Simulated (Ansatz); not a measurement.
This geometry of C2H6Si (9 atoms, charge 0, multiplicity 1) is a first-order saddle point.

All numbers below come from RKS r2SCAN-D4/def2-SVP (Ansatz 0.2.0).

```xyz
9
Properties=species:S:1:pos:R:3
C -0.611 0.992 -0.806
Si 0.545 -0.511 -1.046
C 0.663 -1.069 0.773
H -1.482 0.891 -1.480
H -0.088 1.895 -1.177
H -0.973 1.190 0.216
H -0.345 -1.212 1.208
H 1.258 -1.979 0.939
H 1.121 -0.244 1.355
```

**Question.** Which two structures does it join? (They come from a converged band through this point; their orientation in space is the band's.)

**Answer.** No bond is made or broken. The dihedral H5–C1–Si2–C3 goes from 163 to 62°.

Initial state:

```xyz
9
Properties=species:S:1:pos:R:3
C -0.529 1.051 -0.809
Si 0.905 -0.201 -0.922
C 0.606 -1.073 0.747
H -1.427 0.479 -1.127
H -0.439 1.903 -1.500
H -0.747 1.418 0.209
H -0.455 -1.166 1.039
H 1.103 -2.051 0.842
H 1.073 -0.406 1.502
```

Final state:

```xyz
9
Properties=species:S:1:pos:R:3
C -0.667 0.921 -0.864
Si 0.276 -0.728 -1.066
C 0.691 -0.998 0.778
H -1.075 1.317 -1.806
H 0.018 1.684 -0.443
H -1.494 0.826 -0.135
H -0.216 -0.954 1.411
H 1.214 -1.944 0.981
H 1.341 -0.170 1.127
```

**Question.** How far does it lie above each of them?

**Answer.** 0.020 eV above the first and 0.010 eV above the second. This is the barrier of this one path; another mechanism may lie lower.

Time of the run: 2.3 min on 1 thread of Arm Neoverse V1 (shared host), peak memory 0.15 GiB.
